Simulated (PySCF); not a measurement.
Delta-SCF ions had no search for a lower state. Excitations are Tamm–Dancoff values on a coarser integration grid. The basis has no diffuse functions, so Rydberg states are missing or too high.

## BCl$_{3}$, SMILES `ClB(Cl)Cl` (charge 0, multiplicity 1)

Level of theory: TPSSh-D3(BJ)/def2-TZVP // CAM-B3LYP-D3(BJ)/def2-TZVP run with PySCF.

- HOMO = -8.34 eV
- dipole moment = 0.00 D
- HOMO–LUMO gap = 6.20 eV
- LUMO = -2.14 eV
- S1 excitation (TDA) = 5.55 eV
- S1 oscillator strength = 0.000
- brightest of the four lowest singlets (TDA) = 7.05 eV
- T1 excitation (TDA) = 5.35 eV
- S1–T1 gap (TDA) = 0.20 eV
- vertical ionisation energy (Delta-SCF) = 11.06 eV
- total energy = -38250.35 eV
- cost = about 3 core-minutes (a rough figure)

Bond lengths (Å): Cl1–B2 1.738, B2–Cl3 1.738, B2–Cl4 1.738. Bond angles (°): Cl1–B2–Cl3 120.0, Cl1–B2–Cl4 120.0, Cl3–B2–Cl4 120.0.
